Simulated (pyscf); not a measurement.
`[NH2][SiH2][NH][SiH3]` + `[H][H]` → `[SiH3][NH][SiH3]` + `[NH3]` (four-centre exchange; singlet surface; N–Si, H–H broken, H–Si, H–N formed). Optimised with ωB97X-D3(BJ)/def2-SVP in PySCF. Energies in kcal/mol from the separated reactants.

```tsv
level	barrier	reaction energy
ωB97X-D3(BJ)/def2-TZVP	45.1	+11.2
r²SCAN/def2-TZVP	42.4	+11.5
B3LYP-D3(BJ)/def2-TZVP	45.1	+10.8
PBE0-D3(BJ)/def2-TZVP	40.7	+10.0
M06-2X/def2-TZVP	47.7	+13.2
HF/def2-TZVP	60.9	+7.5
```

The functionals in the table span 6.9 kcal/mol in this barrier, from PBE0-D3(BJ) to M06-2X. On the product side the descent ends in a complex (not fully relaxed), 4.2 kcal/mol under the separated species and 38.1 kcal/mol under the saddle at ωB97X-D3(BJ)/def2-TZVP. At the saddle there is also a short H–Si contact that neither side keeps. One saddle was located; it need not be the lowest between these sides.
